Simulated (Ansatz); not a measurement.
in.yaml

```yaml
crystal:
  periodic: [false, false, false]
  atoms:
    - {symbol: B, position_ang: [-1.289323, 0.000000, 0.000000]}
    - {symbol: H, position_ang: [-1.886057, 1.033571, 0.000000]}
    - {symbol: H, position_ang: [-1.886057, -1.033571, 0.000000]}
    - {symbol: H, position_ang: [0.040677, 0.000000, 0.000000]}
    - {symbol: N, position_ang: [1.263677, 0.000000, 0.000000]}
basis:
  gaussian: {orbitals: cc-pVDZ}
magnetization: {spin_polarized: true, initial_magnetization: 3}
hamiltonian: {xc: hf}
output: {orbitals: {seedname: orbitals}}
```

```sh
$ ansatz run in.yaml --threads 1 --pin off --events-out ev --progress --plain --max-ram 2393MiB
```

Log:

```
397 factors; integrals over basis functions are off by at most 1.4e-3 eV
mean field evaluation 1: about -2195.0017 eV, gradient 9.8e0 eV
mean field evaluation 2: about -2195.0020 eV, gradient 9.8e0 eV
mean field evaluation 4: about -2196.0731 eV, gradient 1.1e0 eV
mean field evaluation 8: about -2196.0907 eV, gradient 5.6e-4 eV
mean field -2196.09071563 eV, -80.7048452357 hartree, gradient 1.4e-5 eV, S^2 3.777810; 0 other end points of the search recorded, 0 dependent functions left out
reference -2196.09071563 eV, -80.7048452357 hartree; 9, 6 occupied and 34, 37 virtual orbitals, 397 factors
Total energy: -2196.09071563 eV, -80.7048452357 hartree
```

Ran on 1 thread of Arm Neoverse V2, shared host: 0.18 s wall, 0.07 GiB peak host memory.
